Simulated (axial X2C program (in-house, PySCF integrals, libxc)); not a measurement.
# SN: bond curves with and without spin–orbit coupling

What are the state, bond length, wavenumber and bond energy of SN, and what does spin–orbit coupling change?

Program: an in-house X2C program for linear molecules on PySCF integrals. Level of theory: all-electron X2C, S dyall-av3z, N dyall-av3z. These are calculated values, not measurements.

## 1. Set-up

The input, task.json:

```json
{"zs": [16, 7], "q": 0, "bas": ["dyall-av3z", "dyall-av3z"], "levels": ["PBE0", "HF", "BLYP"], "cc": true, "r0": 1.54, "thr": -2.0, "nmax": 90, "npts": 10, "nst": 2, "ntry": 6}
```

Keys: zs atomic numbers; q charge; bas basis sets; levels methods (HF also brings MP2); cc coupled cluster on or off; r0 starting distance in Å; thr threshold in hartree for freezing inner shells (an s shell follows its p shell); nmax most natural virtual spinors; npts points asked for on the curve; nst determinants followed; ntry starts of the search.

Run with:

```
python so2c.py task.json out
```

Spin-free means the one-electron spin-free X2C Hamiltonian; two-component (2c) means X2C with spin–orbit coupling and atomic mean-field two-electron Coulomb and Gaunt terms. Basis: S dyall-av3z contracted to [9s8p3d2f], N dyall-av3z contracted to [7s7p3d2f]; Gaussian nuclei, density fitting. Masses: S 31.972 u, N 14.003 u.

Notation: σ, π±, δ± give the projection m of an orbital's angular momentum (0, ±1, ±2), α and β its spin, Λ and M_S the sums; ω is the projection of a spinor's total angular momentum and Ω the sum. Logs are in hartree.

The results follow Hamiltonian by Hamiltonian and level by level.

## 2. State search with PBE0

PBE0 moves the distance from 1.540 Å to 1.495 Å and compares determinants there.

Spin-free determinants:

| ΔE (eV) | state | open shells |
| --- | --- | --- |
| 0.00 | M_S = 1/2, Λ = 1 | beyond closed shells: π+α |
| 3.48 | M_S = 3/2, Λ = 0 | beyond closed shells: σα, π+α, π-α |
| 3.50 | M_S = 3/2, Λ = 1 | beyond closed shells: 2 × π+α, π+β, 2 × π-α |
| 4.43 | M_S = 1/2, Λ = 0 | beyond closed shells: σβ, π+α, π-α |
| 4.78 | M_S = 1/2, Λ = 0 | beyond closed shells: σα |
| 4.85 | M_S = 1/2, Λ = 0 | beyond closed shells: σα, π+β, π-α |
| 4.85 | M_S = 1/2, Λ = 2 | beyond closed shells: σα, π+α, π+β |

Two-component determinants:

```csv
ΔE (eV),state,open shells
0.00,Ω = 1/2,excess of +ω over −ω: ω = 1/2
0.03,Ω = 3/2,excess of +ω over −ω: ω = 3/2
3.50,Ω = 5/2,"excess of +ω over −ω: ω = -1/2, 2 × ω = 3/2"
3.54,Ω = 1/2,"excess of +ω over −ω: 2 × ω = -1/2, ω = 3/2"
4.87,Ω = 5/2,"excess of +ω over −ω: 2 × ω = 1/2, ω = 3/2"
5.01,Ω = 3/2,excess of +ω over −ω: ω = 3/2
```

## 3. PBE0, spin-free

State followed: M_S = 1/2, Λ = 1 (beyond closed shells: π+α). The scan is laid around 1.495 Å, a first estimate of the minimum, and this SCF restarts from the orbitals of the search.

Output at 1.495 Å:

```text
spin-free X2C-1e  PBE0
basis functions 119  fitting functions 607  grid points 4349
iter        total energy     max residual
   1       -453.827745094     3.08e-05
   2       -453.827745113     1.52e-05
   3       -453.827745118     1.32e-05
converged
one-electron -703.76852510  Coulomb 242.70036945  exact exchange -7.90595836  xc functional -24.49767634  nuclear repulsion 39.64404523
```

Along the bond, energies from the lowest point:

| R (Å) | E (eV) | μ (D) | HOMO (eV) | LUMO (eV) | iterations |
| --- | --- | --- | --- | --- | --- |
| 1.301 | 1.6121 | -1.91 | -5.44 | -2.96 | 27 |
| 1.361 | 0.6709 | -1.90 | -5.72 | -3.21 | 23 |
| 1.405 | 0.2665 | -1.87 | -5.93 | -3.41 | 21 |
| 1.450 | 0.0572 | -1.83 | -6.14 | -3.61 | 20 |
| 1.495 | 0.0000 | -1.78 | -6.35 | -3.81 | 3 |
| 1.547 | 0.0785 | -1.70 | -6.59 | -4.05 | 21 |
| 1.600 | 0.2718 | -1.60 | -6.81 | -4.28 | 20 |
| 1.667 | 0.6303 | -1.45 | -7.06 | -4.57 | 22 |
| 1.749 | 1.1479 | -1.23 | -7.27 | -4.83 | 23 |
| 1.869 | 1.8972 | -0.95 | -7.43 | -4.98 | 23 |

Dipoles are positive if N is the positive end.

Outer orbitals at the reference distance:

| symmetry | occupied | ε (eV) | atomic character |
| --- | --- | --- | --- |
| σα | yes | -26.62 | 42% N s, 27% S s, 12% N p |
| σβ | yes | -25.95 | 38% N s, 29% S s, 14% N p |
| σα | yes | -17.27 | 37% S s, 22% S p, 19% N s |
| σβ | yes | -16.31 | 34% S s, 25% S p, 20% N s |
| π+α | yes | -11.82 | 51% N p, 40% S p, 4% N d |
| π-α | yes | -11.13 | 46% N p, 44% S p, 4% N d |
| σα | yes | -11.09 | 52% N p, 24% S p, 13% N s |
| σβ | yes | -10.58 | 52% N p, 23% S p, 14% N s |
| π-β | yes | -10.48 | 50% S p, 40% N p, 5% N d |
| π+β | yes | -10.48 | 50% S p, 40% N p, 5% N d |
| π+α | yes | -6.35 | 38% S p, 33% N p, 15% S d |
| π-α | no | -3.81 | 35% N p, 34% S p, 18% S d |
| π+β | no | -2.80 | 39% N p, 29% S p, 20% S d |
| π-β | no | -2.80 | 39% N p, 29% S p, 20% S d |
| σα | no | 0.28 | 53% S p, 23% S d, 9% N p |

PBE0 fields in the half plane through the axis: z from -2.4 to 3.6 Å across, distance from the axis 0.15 to 2.25 Å upwards; S lies at z = 0 and N at z = 1.495 Å; the ELF is damped to zero where the density is low.

log10 density (e/bohr³). Ten even steps from '0' (-5.07 ) to '9' (1.22 ):
```
001122222222222111000
011223333333332222110
112233444444433332211
122344455554444433221
123345556555555544321
123455666666666554322
223456677766777654432
223456689877797765432
```

ELF. Ten even steps from ' ' (0.00 ) to '@' (0.94 ):
```
              ..                          
        ..::------::                      
      ..::==++**++==::............        
      ::==**%%%%##**==::::--====--::      
    ..--**%%@@@@@@##++==++**####**==::    
    ..==##@@@@@@%%####**##%%@@@@%%**--..  
    ..==##@@%%......##%%####@@@@@@%%++::  
    ..++%%@@==**##**==@@::%%==@@@@%%**::  
```

Re = 1.493 Å, ωe = 1279 cm⁻¹, Be = 0.777 cm⁻¹, De = 4.71 eV, μ = -1.78 D.

## 4. HF, spin-free

The SCF at the reference distance of 1.495 Å:

```text
spin-free X2C-1e  HF
basis functions 119  fitting functions 607  grid points 4349
iter        total energy     max residual
   1       -453.047943877     1.20e-01
   2       -453.062525417     8.40e-03
   3       -453.063973444     1.11e-02
   4       -453.064690437     7.75e-03
   5       -453.065332441     8.61e-03
   6       -453.067337152     2.26e-02
   7       -453.068719948     2.80e-02
   8       -453.070751159     1.63e-02
   9       -453.071314608     1.68e-03
  10       -453.071407734     3.47e-03
  11       -453.071428514     7.85e-04
  12       -453.071431905     1.56e-04
  13       -453.071432084     7.63e-05
  14       -453.071432125     1.27e-05
  15       -453.071432129     8.27e-06
  16       -453.071432131     2.94e-06
converged
one-electron -703.41987504  Coulomb 242.42792872  exact exchange -31.72353105  xc functional 0.00000000  nuclear repulsion 39.64404523
```

Re = 1.531 Å, ωe = 908 cm⁻¹, ωexe = 4.15 cm⁻¹, Be = 0.7383 cm⁻¹, De = 1.11 eV, μ = -1.36 D. ⟨S²⟩ = 1.19 against 0.75 for a pure state, so this determinant mixes spins.

## 5. BLYP, spin-free

The SCF at the reference distance of 1.495 Å:

```text
spin-free X2C-1e  BLYP
basis functions 119  fitting functions 607  grid points 4349
iter        total energy     max residual
   1       -454.038490349     6.51e-02
   2       -454.041872778     1.88e-02
   3       -454.042796601     1.66e-02
   4       -454.043245946     1.57e-03
   5       -454.043290579     1.38e-03
   6       -454.043295503     2.51e-04
   7       -454.043295678     2.94e-05
   8       -454.043295696     2.80e-05
   9       -454.043295701     5.10e-06
converged
one-electron -703.82638119  Coulomb 242.76011851  exact exchange 0.00000000  xc functional -32.62107826  nuclear repulsion 39.64404523
```

Re = 1.519 Å, ωe = 1170 cm⁻¹, ωexe = 6.44 cm⁻¹, Be = 0.7499 cm⁻¹, De = 5.25 eV, μ = -1.79 D.

## 6. Correlated methods, spin-free

Correlated methods: 11 electrons correlated (frozen shells, counted by type: S 2 s, 1 p; N 1 s), 197 virtual spinors in MP2, 90 natural virtuals in coupled cluster.

Output of the correlated part at 1.495 Å:

```text
correlated 11  virtual 197  natural virtual 90  E(MP2) -0.325834625  MP2 remainder -0.011269496
iter   CCSD correlation   residual
   1     -0.326957707   1.49e-01
   2     -0.340322966   8.13e-02
   3     -0.349199957   5.46e-02
   4     -0.354581199   3.17e-02
   5     -0.355828519   1.14e-02
   6     -0.356150054   4.75e-03
   7     -0.356292081   1.83e-03
   8     -0.356249942   8.53e-04
   9     -0.356254141   3.92e-04
  10     -0.356255506   1.78e-04
  11     -0.356255954   7.45e-05
  12     -0.356256384   3.31e-05
  13     -0.356255255   1.41e-05
  14     -0.356255042   5.15e-06
  15     -0.356255015   1.96e-06
  16     -0.356255017   8.41e-07
(T) -0.020200424  T1 0.0999  D1 0.2212  max T2 0.121
```

T1 in the output is the amplitude norm over the root of the electron number; divide by √2 for the Lee–Taylor value.

MP2: No constants are quoted: the reference is strongly spin-contaminated.

CCSD: Re = 1.491 Å, ωe = 1290 cm⁻¹, ωexe = 8.87 cm⁻¹, Be = 0.7783 cm⁻¹, De = 4.06 eV. T1 at Re = 0.070 (Lee–Taylor, the printed value over √2).

CCSD(T): Re = 1.496 Å, ωe = 1286 cm⁻¹, ωexe = 6.55 cm⁻¹, Be = 0.7739 cm⁻¹, De = 4.41 eV. T1 at Re = 0.071 (Lee–Taylor, the printed value over √2).

## 7. The spin-free curves together

Energy (eV) of the followed determinant, spin-free, from each level's lowest point:

| R (Å) | PBE0 | HF | MP2 (spin-contaminated) | CCSD | CCSD(T) | BLYP |
| --- | --- | --- | --- | --- | --- | --- |
| 1.301 | 1.612 | 1.532 | 1.190 | n/a | n/a | 1.861 |
| 1.361 | 0.671 | 0.674 | 0.256 | 0.684 | 0.728 | 0.850 |
| 1.405 | 0.267 | 0.316 | 0.000 | 0.267 | 0.293 | 0.389 |
| 1.450 | 0.057 | 0.114 | 0.051 | 0.055 | 0.067 | 0.120 |
| 1.495 | 0.000 | 0.017 | 0.218 | 0.000 | 0.000 | 0.000 |
| 1.547 | 0.078 | 0.000 | 0.463 | 0.082 | 0.071 | 0.003 |
| 1.600 | 0.272 | 0.057 | 0.732 | 0.276 | 0.260 | 0.120 |
| 1.667 | 0.630 | 0.204 | 1.087 | 0.624 | 0.614 | 0.386 |
| 1.749 | 1.148 | 0.455 | 1.524 | n/a | n/a | 0.821 |
| 1.869 | 1.897 | 0.865 | 2.185 | n/a | n/a | 1.551 |

## 8. PBE0, 2c

State followed: Ω = 1/2 (excess of +ω over −ω: ω = 1/2). The scan is laid around 1.495 Å, a first estimate of the minimum, and this SCF restarts from the orbitals of the search.

The SCF at the reference distance of 1.495 Å:

```text
two-component X2C + atomic mean field  PBE0
basis functions 119  fitting functions 607  grid points 4349
iter        total energy     max residual
   1       -453.765539559     4.83e-05
   2       -453.765539578     4.37e-05
   3       -453.765539586     5.90e-05
   4       -453.765539601     1.64e-05
   5       -453.765539601     6.93e-06
converged
one-electron -703.60703499  Coulomb 242.65830899  exact exchange -7.90456417  xc functional -24.49323649  nuclear repulsion 39.64404523  atomic mean-field constant -0.06305818
```

Along the bond, energies from the lowest point:

| R (Å) | E (eV) | μ (D) | HOMO (eV) | LUMO (eV) | iterations |
| --- | --- | --- | --- | --- | --- |
| 1.301 | 1.6150 | -1.92 | -5.45 | -2.95 | 26 |
| 1.361 | 0.6728 | -1.91 | -5.73 | -3.20 | 23 |
| 1.405 | 0.2678 | -1.88 | -5.94 | -3.39 | 22 |
| 1.450 | 0.0578 | -1.84 | -6.15 | -3.59 | 20 |
| 1.495 | 0.0000 | -1.78 | -6.36 | -3.79 | 5 |
| 1.547 | 0.0777 | -1.70 | -6.60 | -4.03 | 21 |
| 1.600 | 0.2702 | -1.60 | -6.82 | -4.27 | 21 |
| 1.667 | 0.6270 | -1.45 | -7.07 | -4.55 | 23 |
| 1.749 | 1.1422 | -1.24 | -7.29 | -4.81 | 23 |
| 1.869 | 1.8891 | -0.95 | -7.45 | -4.96 | 23 |

Dipoles are positive if N is the positive end.

Outer spinors at the reference distance:

```json
{"ω": "-1/2", "occupied": "yes", "ε (eV)": "-26.62", "atomic character": "42% N s, 27% S s, 12% N p", "λ mixture": "100% σ"}
{"ω": "1/2", "occupied": "yes", "ε (eV)": "-25.95", "atomic character": "38% N s, 29% S s, 14% N p", "λ mixture": "100% σ"}
{"ω": "-1/2", "occupied": "yes", "ε (eV)": "-17.27", "atomic character": "37% S s, 22% S p, 19% N s", "λ mixture": "100% σ"}
{"ω": "1/2", "occupied": "yes", "ε (eV)": "-16.31", "atomic character": "34% S s, 25% S p, 20% N s", "λ mixture": "100% σ"}
{"ω": "1/2", "occupied": "yes", "ε (eV)": "-11.83", "atomic character": "50% N p, 40% S p, 4% N d", "λ mixture": "100% π"}
{"ω": "-3/2", "occupied": "yes", "ε (eV)": "-11.11", "atomic character": "47% N p, 44% S p, 4% N d", "λ mixture": "100% π"}
{"ω": "-1/2", "occupied": "yes", "ε (eV)": "-11.09", "atomic character": "52% N p, 24% S p, 13% N s", "λ mixture": "100% σ"}
{"ω": "1/2", "occupied": "yes", "ε (eV)": "-10.57", "atomic character": "52% N p, 23% S p, 14% N s", "λ mixture": "100% σ"}
{"ω": "-1/2", "occupied": "yes", "ε (eV)": "-10.49", "atomic character": "50% S p, 40% N p, 6% N d", "λ mixture": "100% π"}
{"ω": "3/2", "occupied": "yes", "ε (eV)": "-10.46", "atomic character": "50% S p, 40% N p, 5% N d", "λ mixture": "100% π"}
{"ω": "1/2", "occupied": "yes", "ε (eV)": "-6.36", "atomic character": "38% S p, 33% N p, 15% S d", "λ mixture": "100% π"}
{"ω": "-3/2", "occupied": "no", "ε (eV)": "-3.79", "atomic character": "35% N p, 34% S p, 18% S d", "λ mixture": "100% π"}
{"ω": "-1/2", "occupied": "no", "ε (eV)": "-2.81", "atomic character": "40% N p, 28% S p, 20% S d", "λ mixture": "100% π"}
{"ω": "3/2", "occupied": "no", "ε (eV)": "-2.79", "atomic character": "39% N p, 29% S p, 20% S d", "λ mixture": "100% π"}
{"ω": "-1/2", "occupied": "no", "ε (eV)": "0.29", "atomic character": "55% S p, 23% S d, 9% N p", "λ mixture": "100% σ"}
```

PBE0 fields in the half plane through the axis: z from -2.4 to 3.6 Å across, distance from the axis 0.15 to 2.25 Å upwards; S lies at z = 0 and N at z = 1.495 Å; the ELF is damped to zero where the density is low.

log10 density (e/bohr³). Ten even steps from '0' (-5.08 ) to '9' (1.22 ):
```
001122222222222111000
011223333333332222110
112233444444433332211
122344555554444433221
123345556555555544321
123455666666666554322
223456677766777654432
223456689877797765432
```

ELF. Ten even steps from '0' (0.00 ) to '9' (0.94 ):
```
000000010000000000000
000012333200000000000
000124565421111110000
000246887642234432000
001368999754567764200
001479998776789986310
001479811178779998520
001589467649284998620
```

Re = 1.493 Å, ωe = 1278 cm⁻¹, ωexe = 6.68 cm⁻¹, Be = 0.7768 cm⁻¹, De = 4.73 eV, μ = -1.79 D.

## 9. HF, 2c

The SCF at the reference distance of 1.495 Å:

```text
two-component X2C + atomic mean field  HF
basis functions 119  fitting functions 607  grid points 4349
iter        total energy     max residual
   1       -452.985995607     1.20e-01
   2       -453.000584819     8.37e-03
   3       -453.002058603     1.12e-02
   4       -453.002813411     8.01e-03
   5       -453.003530155     9.07e-03
   6       -453.005660639     2.35e-02
   7       -453.007117622     2.58e-02
   8       -453.009186163     7.86e-03
   9       -453.009521813     1.55e-03
  10       -453.009585434     2.42e-03
  11       -453.009605898     7.28e-04
  12       -453.009608357     1.18e-04
  13       -453.009608562     6.57e-05
  14       -453.009608604     1.56e-05
  15       -453.009608612     9.64e-06
  16       -453.009608615     6.33e-06
  17       -453.009608615     2.52e-06
converged
one-electron -703.26040494  Coulomb 242.38794552  exact exchange -31.71813625  xc functional 0.00000000  nuclear repulsion 39.64404523  atomic mean-field constant -0.06305818
```

Re = 1.532 Å, ωe = 909 cm⁻¹, ωexe = 4.25 cm⁻¹, Be = 0.7376 cm⁻¹, De = 1.13 eV, μ = -1.36 D.

## 10. BLYP, 2c

Output at 1.495 Å:

```text
two-component X2C + atomic mean field  BLYP
basis functions 119  fitting functions 607  grid points 4349
iter        total energy     max residual
   1       -453.976114700     6.51e-02
   2       -453.979517201     1.87e-02
   3       -453.980424886     1.65e-02
   4       -453.980870585     1.56e-03
   5       -453.980914810     1.38e-03
   6       -453.980919740     2.47e-04
   7       -453.980919916     3.00e-05
   8       -453.980919935     2.81e-05
   9       -453.980919940     5.01e-06
converged
one-electron -703.66481792  Coulomb 242.71792572  exact exchange 0.00000000  xc functional -32.61501479  nuclear repulsion 39.64404523  atomic mean-field constant -0.06305818
```

Re = 1.520 Å, ωe = 1169 cm⁻¹, ωexe = 6.45 cm⁻¹, Be = 0.7497 cm⁻¹, De = 5.26 eV, μ = -1.80 D.

## 11. Correlated methods, 2c

Correlated methods: 11 electrons correlated (frozen shells, counted by type: S 2 s, 1 p; N 1 s), 197 virtual spinors in MP2, 90 natural virtuals in coupled cluster.

Output of the correlated part at 1.495 Å:

```text
correlated 11  virtual 197  natural virtual 90  E(MP2) -0.325614782  MP2 remainder -0.011255685
iter   CCSD correlation   residual
   1     -0.326810220   1.49e-01
   2     -0.340153075   8.11e-02
   3     -0.348995728   5.44e-02
   4     -0.354352146   3.16e-02
   5     -0.355588217   1.13e-02
   6     -0.355905362   4.70e-03
   7     -0.356044967   1.82e-03
   8     -0.356003770   8.43e-04
   9     -0.356007694   3.86e-04
  10     -0.356009171   1.76e-04
  11     -0.356009609   7.38e-05
  12     -0.356010053   3.29e-05
  13     -0.356008924   1.40e-05
  14     -0.356008709   5.12e-06
  15     -0.356008680   1.96e-06
  16     -0.356008680   8.62e-07
(T) -0.020157648  T1 0.0995  D1 0.2204  max T2 0.121
```

MP2: No constants are quoted: the reference is strongly spin-contaminated.

CCSD: Re = 1.492 Å, ωe = 1296 cm⁻¹, Be = 0.7775 cm⁻¹, De = 4.07 eV. T1 at Re = 0.070 (Lee–Taylor, the printed value over √2).

CCSD(T): Re = 1.496 Å, ωe = 1295 cm⁻¹, Be = 0.7733 cm⁻¹, De = 4.41 eV. T1 at Re = 0.071 (Lee–Taylor, the printed value over √2).

## 12. A higher determinant, 2c

State: Ω = 3/2 (excess of +ω over −ω: ω = 3/2).

Output at the reference distance:

```text
two-component X2C + atomic mean field  PBE0
basis functions 119  fitting functions 607  grid points 4349
iter        total energy     max residual
   1       -453.764420811     5.79e-05
   2       -453.764420818     1.13e-04
   3       -453.764420850     4.11e-05
   4       -453.764420868     1.78e-05
   5       -453.764420875     7.03e-06
converged
one-electron -703.59859440  Coulomb 242.65024945  exact exchange -7.90434652  xc functional -24.49271646  nuclear repulsion 39.64404523  atomic mean-field constant -0.06305818
```

| R (Å) | E above the lowest PBE0 point (eV) |
| --- | --- |
| 1.301 | 1.642 |
| 1.361 | 0.701 |
| 1.405 | 0.296 |
| 1.450 | 0.087 |
| 1.495 | 0.030 |
| 1.547 | 0.109 |
| 1.600 | 0.303 |
| 1.667 | 0.663 |
| 1.749 | 1.183 |

Re = 1.493 Å, ωe = 1279 cm⁻¹, Be = 0.7771 cm⁻¹, μ = -1.78 D. Te = 0.03 eV.

## 13. The 2c curves together

Energy (eV) of the followed determinant, 2c, from each level's lowest point:

| R (Å) | PBE0 | HF | MP2 (spin-contaminated) | CCSD | CCSD(T) | BLYP |
| --- | --- | --- | --- | --- | --- | --- |
| 1.301 | 1.615 | 1.541 | 1.184 | n/a | n/a | 1.863 |
| 1.361 | 0.673 | 0.681 | 0.254 | 0.686 | 0.730 | 0.852 |
| 1.405 | 0.268 | 0.320 | 0.000 | 0.269 | 0.294 | 0.390 |
| 1.450 | 0.058 | 0.116 | 0.045 | 0.056 | 0.068 | 0.120 |
| 1.495 | 0.000 | 0.018 | 0.207 | 0.000 | 0.000 | 0.000 |
| 1.547 | 0.078 | 0.000 | 0.449 | 0.081 | 0.070 | 0.002 |
| 1.600 | 0.270 | 0.056 | 0.715 | 0.279 | 0.264 | 0.119 |
| 1.667 | 0.627 | 0.203 | 1.069 | 0.624 | 0.616 | 0.384 |
| 1.749 | 1.142 | 0.453 | 1.505 | n/a | n/a | 0.818 |
| 1.869 | 1.889 | 0.863 | 2.165 | n/a | n/a | 1.546 |

Time for the job: 2.1 min (1 thread of INTEL XEON PLATINUM 8581C at 2.10GHz (Emerald Rapids), shared host); peak memory 0.62 GiB.

## 14. Constants

Lowest determinant that the search found at its distance, spin-free: M_S = 1/2, Λ = 1 (beyond closed shells: π+α).

Lowest determinant that the search found at its distance, 2c: Ω = 1/2 (excess of +ω over −ω: ω = 1/2).

| Hamiltonian | level | Re (Å) | ωe (cm⁻¹) | De (eV) | μ (D) |
| --- | --- | --- | --- | --- | --- |
| spin-free | PBE0 | 1.493 | 1279 | 4.71 | -1.78 |
| spin-free | HF | 1.531 | 908 | 1.11 | -1.36 |
| spin-free | CCSD | 1.491 | 1290 | 4.06 | n/a |
| spin-free | CCSD(T) | 1.496 | 1286 | 4.41 | n/a |
| spin-free | BLYP | 1.519 | 1170 | 5.25 | -1.79 |
| 2c | PBE0 | 1.493 | 1278 | 4.73 | -1.79 |
| 2c | HF | 1.532 | 909 | 1.13 | -1.36 |
| 2c | CCSD | 1.492 | 1296 | 4.07 | n/a |
| 2c | CCSD(T) | 1.496 | 1295 | 4.41 | n/a |
| 2c | BLYP | 1.520 | 1169 | 5.26 | -1.80 |

Dipoles are positive if N is the positive end. No constants: spin-free MP2 (the reference is strongly spin-contaminated); 2c MP2 (the reference is strongly spin-contaminated). Spin-free ⟨S²⟩ is off its pure value at HF 1.19.

Time per point (s) on 1 thread of INTEL XEON PLATINUM 8581C at 2.10GHz (Emerald Rapids), shared host (2c runs; CCSD comes with the CCSD(T) run); the times are rough: PBE0 0.47, HF 0.22, CCSD(T) 6.4, BLYP 0.35.

At CCSD(T), going from spin-free to two-component changes Re by +1 mÅ, ωe by +0.7 %; the spin-free picture holds up (part of it comes from the scalar share of the two-electron terms). De moves by -0.01 eV; both De rest on single-determinant atoms, which can miss part of an open shell's spin–orbit lowering.

De refers to S + N, each in the lowest determinant found, which need not be this curve's own limit. The state is a single determinant with fixed occupations, the lowest that a limited PBE0 search found. De is counted from the lowest determinant-based energies of the atoms at the same level, without counterpoise correction. Density functionals use the spin component along the axis (collinear). Coupled cluster ran in a truncated set of natural virtual spinors; the MP2 energy of the rest was added. The spin-free determinant is spin-contaminated at some levels. T1 at Re is 0.071 (Lee–Taylor), above the customary mark of 0.02.
